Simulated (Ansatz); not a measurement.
**GeH₂⁺, doublet along the angle H2-Ge1-H3**

Starting geometry (PBE0/def2-TZVP stationary point for this spin, not checked as a minimum):

```yaml
atoms:
  - { symbol: Ge, position_ang: [0.0000, -0.0207, 0.0000] }
  - { symbol: H, position_ang: [0.0000, 0.7445, -1.3499] }
  - { symbol: H, position_ang: [0.0000, 0.7445, 1.3499] }
```

From there the angle named below is changed in its plane at fixed bond lengths, both arms turning rigidly about the middle atom; atoms are numbered as listed. Energies are in kcal/mol, counted from the starting geometry at the same level.

Basis aug-cc-pVDZ; Ansatz 0.2.0. Only valence electrons are correlated (noble-gas cores and the filled d shells of p-block atoms frozen). Prefix R: restricted or restricted open-shell reference; prefix U: unrestricted. No spin–orbit coupling is included, and no scalar relativity.

For open shells CISD is restricted-active-space CI with the open shells as a complete middle space.

Full CI is exact within this basis and frozen core; it isn't the basis-set limit. The frozen core follows each run's orbitals, which can shift R against U totals by a few meV for light atoms and by up to 0.1 eV past Ca.

```tsv
angle H2-Ge1-H3 (°)	full CI	unpaired electrons (full CI)	error RMP2	error CISD	error UCCSD	error UCCSD(T)	error RCCSDT	error RCCSDT(Q)
67.2	38.2	1.04	1.6	0.7	0.4	0.1	0.0	0.0
85.1	15.4	1.03	0.7	0.3	0.1	0.0	0.0	0.0
104.0	3.1	1.03	0.2	0.1	0.0	0.0	0.0	0.0
120.9	0.0	1.03	0.0	0.0	0.0	0.0	0.0	0.0
125.0	0.2	1.03	0.0	0.0	0.0	0.0	0.0	0.0
143.1	4.8	1.03	0.1	0.0	0.1	0.0	0.0	0.0
159.9	13.6	1.04	0.4	0.2	0.1	0.1	0.0	0.0
180.0	21.9	1.05	1.0	0.4	0.2	0.0	0.0	0.0
```

Unpaired electrons are Σ n²(2−n)² over natural occupations. Errors are those of relative energies. In total energy the starting point itself misses full CI by: RMP2 14.3, CISD 2.4, UCCSD 1.1, UCCSD(T) 0.2, RCCSDT 0.0, RCCSDT(Q) 0.0 kcal/mol.

Spread of the error over the points with a reference, to 180.0 ° (largest less smallest): RCCSDT(Q) 0.0, RCCSDT 0.0, UCCSD(T) 0.1, UCCSD 0.4, CISD 0.7, RMP2 1.6 kcal/mol.
